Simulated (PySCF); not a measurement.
Isomers of C9H10N2, from PySCF 2.14.0, PBE0-D3(BJ)/def2-SVP geometry optimisation, gas phase. One conformer each, no zero-point energy, no frequencies.

Task: Which is lowest in electronic energy at this level?
A. `[N:1]#[C:2][CH2:3][C@@H:4]1[CH2:5][C@:6]12[CH2:7][CH2:8][C@@H:9]2[C:10]#[N:11]` with C2–C3–C4–C5 25°: A = 2044, B = 766.0, C = 671.7 MHz, dipole 1.51 D
B. `[CH3:1][CH2:2][c:3]1[cH:4][cH:5][cH:6][n:7]2[cH:8][cH:9][n:10][c:11]12` with C1–C2–C3–C4 107°: A = 1669, B = 1191, C = 734.1 MHz, dipole 2.81 D
C. DMABN, `C(#N)c1ccc(cc1)N(C)C`: A = 3475, B = 579.7, C = 499.9 MHz, dipole 7.65 D

Result: B. That is `CCc1cccn2ccnc12`, 21.2 kcal/mol below the next.

```
                        SMILES                                                                   mapped SMILES      E (Eh)  relative (kcal/mol)  relative (kJ/mol)  dipole (D)
               CCc1cccn2ccnc12          [CH3:1][CH2:2][c:3]1[cH:4][cH:5][cH:6][n:7]2[cH:8][cH:9][n:10][c:11]12  -457.64480                  0.0                0.0        2.81
            CN(C)c1ccc(C#N)cc1        [CH3:1][N:2]([CH3:3])[c:4]1[cH:5][cH:6][c:7]([C:8]#[N:9])[cH:10][cH:11]1  -457.61103                 21.2               88.7        7.65
N#CC[C@@H]1C[C@]12CC[C@@H]2C#N  [N:1]#[C:2][CH2:3][C@@H:4]1[CH2:5][C@:6]12[CH2:7][CH2:8][C@@H:9]2[C:10]#[N:11]  -457.54272                 64.1              268.0        1.51
```

As drawn, the lowest has an aromatic ring, which the highest lacks; the highest has a three-membered ring, a four-membered ring and a C≡N group, which the lowest lacks.
